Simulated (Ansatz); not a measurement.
Basis sets over 5 cases of the energy of full hydrogenation at PBE with Ansatz (Al to Cl present), each against its own reference: (a) the value in aug-cc-pV5Z; (b) the value in aug-pcseg-3; (c) the value in pcseg-4. By their distance from other large sets or by the extrapolation step the references are unsure by up to roughly 0.25 kcal/mol. B3LYP-D3(BJ)/def2-TZVP geometries; electronic energies; no added dispersion term; no relativity. Cartesian d functions in some cases of 6-311+G**. (X+d) sets on Al to Cl for cc-pVXZ and aug-cc-pVXZ. 

Cases are drawn at random; left out are references unsure by over 0.67 kcal/mol, doubtful singlets, and cases whose largest runs show a restricted determinant unstable towards unrestricted orbitals, <S^2> over 0.1 too high or, where CCSD(T) ran, T1 over 0.025 (0.045 for open shells). Sets are drawn from those converged to one state in every case.

Cases (SMILES) and reference values:
- ClCl (Cl2) + [H][H] (H2) → 2 Cl (HCl): -42.59 kcal/mol (a)
- C(=S)=S + 4 [H][H] (H2) → C (CH4) + 2 S (H2S): -64.53 kcal/mol (c)
- C(=O)=S + 4 [H][H] (H2) → C (CH4) + O (H2O) + S (H2S): -58.64 kcal/mol (c)
- C(=C)Cl + 3 [H][H] (H2) → 2 C (CH4) + Cl (HCl): -75.04 kcal/mol (b)
- [S+]#[C-] (C-S) + 3 [H][H] (H2) → C (CH4) + S (H2S): -108.80 kcal/mol (b)

Rank these sets by mean absolute deviation from the references, smallest first: aug-pcseg-2; pcseg-0; def2-SVP; cc-pVDZ; cc-pVTZ.

aug-pcseg-2 (0.53 kcal/mol, signed -0.53), cc-pVTZ (0.94 kcal/mol, signed 0.74), cc-pVDZ (2.74 kcal/mol, signed 0.37), def2-SVP (3.27 kcal/mol, signed -0.64), pcseg-0 (5.81 kcal/mol, signed 1.68)

Ansatz is a program for electronic structure.
